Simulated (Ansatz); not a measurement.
[NH2···H···H], doublet: reading a ladder of total energies

Geometry: a point of a hydrogen-transfer path between rigid fragments, not a stationary point.

| atom | x (Å) | y (Å) | z (Å) |
| --- | --- | --- | --- |
| N | -0.1512 | -0.0316 | -0.0492 |
| H | -0.4485 | 0.9362 | -0.0492 |
| H | -0.4485 | -0.4339 | 0.8311 |
| H | 1.1268 | -0.0316 | -0.0492 |
| H | 1.8718 | -0.0316 | -0.0492 |

Basis cc-pVDZ; Ansatz 0.2.0. Only valence electrons are correlated (noble-gas cores frozen), which leaves 9 electrons in 33 orbitals. R marks a restricted (for open shells ROHF) determinant.

Full CI isn't at hand for all of this; RCCSDTQ serves as the reference, and is uncertain by about the last step of the cluster series.

Runs differ by some tens of microhartree through their thresholds and, for an open shell, their frozen cores, so steps under 0.03 kcal/mol mean nothing.

```tsv
level	total energy (hartree)
RHF	-56.637972
RMP2	-56.833804
RCCSD	-56.858492
RCCSD(T)	-56.862862
RCCSDT	-56.863336
RCCSDT(Q)	-56.863643
RCCSDTQ	-56.863637
```

**Question.** What is the correlation energy at RCCSDTQ, and what share of it do RMP2 and RCCSDT recover?

**Answer.** E(corr) = -56.863637 − (-56.637972) = -0.225665 hartree = -6.141 eV. RMP2: -0.195832 / -0.225665 = 86.78 %. RCCSDT: -0.225364 / -0.225665 = 99.87 %.

**Question.** By how many kcal/mol does RCCSD(T) miss RCCSDTQ (1 hartree = 627.509 kcal/mol), and which steps make up the rest?

**Answer.** -56.862862 − (-56.863637) = 0.000775 hartree = 0.49 kcal/mol. Steps: RCCSDT − RCCSD(T) = -0.30, RCCSDT(Q) − RCCSDT = -0.19, RCCSDTQ − RCCSDT(Q) = 0.00 kcal/mol. That is within 1 kcal/mol of the reference in this basis, which itself misses far more of the correlation at the basis-set limit.
